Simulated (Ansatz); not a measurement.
Relaxation of C$_{3}$H$_{5}$N (9 atoms, charge 0, multiplicity 1), to a largest force component of 0.015 eV/Å in at most 40 steps.

Computed with Ansatz 0.2.0, RKS B3LYP/6-31G.

```xyz
9
Properties=species:S:1:pos:R:3
C -0.196 1.392 -0.575
C 0.038 0.397 0.272
C 0.022 -1.004 -0.128
N 0.233 -2.013 0.598
H -0.410 1.204 -1.615
H -0.180 2.424 -0.268
H 0.254 0.596 1.316
H -0.197 -1.201 -1.174
H 0.436 -1.796 1.575
```

**Question.** Where does it end, and by what steps?

**Answer.** The forces met the threshold. Limits of this set-up: no polarisation functions. After 5 steps the energy has fallen by 0.049 eV; N4 moved furthest, 0.04 Å.

```json
{"step": "0", "energy less start (eV)": "0.0000", "largest force component (eV/Å)": "1.807", "accepted": "yes"}
{"step": "1", "energy less start (eV)": "-0.0452", "largest force component (eV/Å)": "0.454", "accepted": "yes"}
{"step": "2", "energy less start (eV)": "-0.0480", "largest force component (eV/Å)": "0.108", "accepted": "yes"}
{"step": "3", "energy less start (eV)": "-0.0480", "largest force component (eV/Å)": "0.124", "accepted": "yes"}
{"step": "4", "energy less start (eV)": "-0.0482", "largest force component (eV/Å)": "0.070", "accepted": "yes"}
{"step": "5", "energy less start (eV)": "-0.0485", "largest force component (eV/Å)": "0.003", "accepted": "yes"}
```

```xyz
9
Properties=species:S:1:pos:R:3
C -0.198 1.406 -0.582
C 0.039 0.397 0.273
C 0.022 -1.013 -0.132
N 0.236 -2.047 0.609
H -0.416 1.220 -1.630
H -0.182 2.444 -0.267
H 0.257 0.604 1.321
H -0.197 -1.204 -1.185
H 0.439 -1.807 1.594
```

Whether the end is a true minimum wasn't checked by a vibrational analysis.

Run time: 17 s on 1 thread of AMD EPYC 7R43 64-Core Processor (Zen 3), with other jobs on the host, peak memory 0.12 GiB.
